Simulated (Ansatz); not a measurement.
# C5H10O: a ladder of functionals and wavefunction methods

One table from this session's results is given with a row withheld; the runs are named, their logs left out.

The runs use Ansatz 0.2.0, Gaussian basis; functionals in def2-TZVPP, the program's frozen cores in correlated methods.

Plan: LDA (SPW92), PBE-D4, revPBE-D4, BLYP-D4, r2SCAN-D4, B97M-V, PBE0-D4, B3LYP-D4, r2SCANh-D4, r2SCAN0-D4, HSE06-D4, BHLYP-D4, CAM-B3LYP-D4, LC-ωPBE, ωB97X-V, ωB97M-V, B2PLYP, PBE-QIDH; CCSD(T)/def2-SVP; CCSD(T)/def2-TZVPP; MP2/def2-QZVPP; extrapolation to the limit; RPA on PBE.

## The geometry

An earlier PBE0-D4 in a triple-zeta def2 set relaxation fixed the geometry.

SMILES `CC(C)=C(C)O`, 16 atoms, charge 0, spin multiplicity 1.

Atoms are counted from 1 here; the program's logs count them from 0.

Bond lengths: C1–C2 1.501 Å, C1–H7 1.097 Å, C1–H8 1.095 Å, C1–H9 1.094 Å, C2–C3 1.496 Å, C2–C4 1.339 Å, C3–H10 1.096 Å, C3–H11 1.096 Å, C3–H12 1.088 Å, C4–C5 1.488 Å, C4–O6 1.368 Å, C5–H13 1.086 Å, C5–H14 1.094 Å, C5–H15 1.094 Å, O6–H16 0.961 Å. Angles: C2–C1–H7 112.1°, C2–C1–H8 114.1°, C2–C1–H9 110.1°, H7–C1–H8 107.6°, H7–C1–H9 106.6°, H8–C1–H9 105.9°, C1–C2–C3 114.2°, C1–C2–C4 121.9°, C3–C2–C4 123.9°, C2–C3–H10 110.5°, C2–C3–H11 111.0°, C2–C3–H12 113.5°, H10–C3–H11 106.4°, H10–C3–H12 107.3°, H11–C3–H12 107.8°, C2–C4–C5 127.7°, C2–C4–O6 123.1°, C5–C4–O6 109.1° and more.

Set-up of the first run:

The input, in.yaml:

```yaml
crystal:
  periodic: [false, false, false]
  atoms:
    - {symbol: C, position_ang: [-0.157679, -0.458877, 1.809476]}
    - {symbol: C, position_ang: [0.168451, -0.196141, 0.367581]}
    - {symbol: C, position_ang: [1.458969, -0.798669, -0.089887]}
    - {symbol: C, position_ang: [-0.655765, 0.496002, -0.428427]}
    - {symbol: C, position_ang: [-0.451754, 0.857290, -1.857148]}
    - {symbol: O, position_ang: [-1.857497, 0.994980, -0.007263]}
    - {symbol: H, position_ang: [-0.596322, -1.452821, 1.958768]}
    - {symbol: H, position_ang: [-0.838850, 0.273991, 2.253732]}
    - {symbol: H, position_ang: [0.753622, -0.424717, 2.413439]}
    - {symbol: H, position_ang: [1.470354, -1.877559, 0.105144]}
    - {symbol: H, position_ang: [2.307163, -0.375550, 0.460998]}
    - {symbol: H, position_ang: [1.649890, -0.660001, -1.152290]}
    - {symbol: H, position_ang: [0.519764, 0.551097, -2.234538]}
    - {symbol: H, position_ang: [-1.229838, 0.400646, -2.475667]}
    - {symbol: H, position_ang: [-0.544817, 1.940549, -1.975136]}
    - {symbol: H, position_ang: [-2.018590, 0.707279, 0.895618]}
basis:
  gaussian: {orbitals: def2-TZVPP}
hamiltonian: {xc: lda}
output: {orbitals: {seedname: orbitals}}
```

Run with:

```
$ ansatz run in.yaml --threads 2 --pin off --events-out ev --progress --plain --max-ram 32768MiB --backend cuda --devices 0, --max-vram 18GiB
```

Among the steps run: LDA; PBE-D4 (GGA); revPBE-D4 (GGA); BLYP-D4 (GGA); r2SCAN-D4 (meta-GGA); B97M-V (meta-GGA); B3LYP-D4 (hybrid); r2SCANh-D4 (hybrid); r2SCAN0-D4 (hybrid); HSE06-D4 (hybrid); BHLYP-D4 (hybrid); CAM-B3LYP-D4 (range-separated); LC-ωPBE (range-separated); ωB97X-V (range-separated); ωB97M-V (range-separated); B2PLYP (double hybrid); PBE-QIDH (double hybrid).

One table of the session follows, with a row left open; its other results are not shown here.

It belongs to the step «Frontier levels by functional». 

```
  functional  HOMO (eV)  LUMO (eV)  gap (eV)
 LDA (SPW92)      -4.92      -0.09      4.83
      PBE-D4      -4.77       0.09      4.86
   revPBE-D4      -4.72       0.18      4.89
     BLYP-D4      -4.66       0.08      4.74
   r2SCAN-D4      -4.94       0.48      5.42
      B97M-V      -5.01       0.28      5.29
     PBE0-D4      -5.92       0.94      6.87
    B3LYP-D4          ?          ?         ?
  r2SCANh-D4      -5.38       0.83      6.21
  r2SCAN0-D4      -6.04       1.35      7.39
    HSE06-D4      -5.52       0.57      6.10
    BHLYP-D4      -6.97       1.55      8.52
CAM-B3LYP-D4      -7.25       1.71      8.95
     LC-ωPBE      -8.55       3.05     11.60
     ωB97X-V      -8.20       2.82     11.03
     ωB97M-V      -8.12       2.40     10.52
```

Q: Estimate the row for B3LYP-D4 from the others.

Worked estimate for «HOMO (eV)». Against the share of exact exchange, BLYP-D4 (0, -4.66), BHLYP-D4 (0.5, -6.97) give a slope of -4.62 per unit share; at 0.2 the line stands at -5.58.

The run gave: HOMO (eV): -5.74; LUMO (eV): 0.59; gap (eV): 6.33. In «HOMO (eV)» the line misses by +0.16.
